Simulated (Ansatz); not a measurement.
Ideal-gas functions of H3MgNS, SMILES `[NH2][Mg][SH]` at 400 K and 1 bar, from an Ansatz frequency run at PBE0-D4/def2-TZVP.

Molar mass 73.4 g/mol, point group Cs (symmetry number 1), electronic degeneracy 1, moments of inertia 3.091, 210.012, 210.443 u Å². Harmonic wavenumbers (cm⁻¹, unscaled): 116, 117, 130, 300, 372, 531, 533, 745, 1557, 2701, 3585, 3667.

Use S(trans) = R[1.5 ln M + 2.5 ln T − 1.1517]; rotational temperatures θ = 24.2544 K / I; S(rot) = R[ln(√π/σ · √(T³/θAθBθC)) + 1.5]; for each mode x = 1.438777 ν̃/T, S = R[x/(eˣ − 1) − ln(1 − e⁻ˣ)] and H = RT x/(eˣ − 1); 1 cm⁻¹ = 0.0119627 kJ/mol; R = 8.31446 J/(mol·K).

Question: By hand: the entropy, in J/(mol·K).

Answer: Translation 168.5. Rotation: θ = 7.8468, 0.1155, 0.1153 K, giving 101.3. Vibration, mode by mode: 15.64, 15.57, 14.71, 8.07, 6.49, 4.09, 4.07, 2.23, 0.20, 0.01, 0.00, 0.00, in all 71.1. Electronic 0.0. Sum 340.9 J/(mol·K).

Question: By hand: H − E and G − E in kJ/mol, counted from the electronic energy.

Answer: Zero-point energy ½ × 14354 × 0.0119627 = 85.9; thermal vibration 14.3; translation, rotation and pV give 4 RT = 13.3. H − E = 113.5 kJ/mol, and G − E = 113.5 − 400 × 340.9/1000 = -22.9 kJ/mol.

Vibration gives 21 % of the entropy, 45.9 J/(mol·K) of it from the modes under 150 cm⁻¹: soft modes count most, and the harmonic formula is weakest for them. The sum counts one conformer and one mirror image; others add a mixing term.
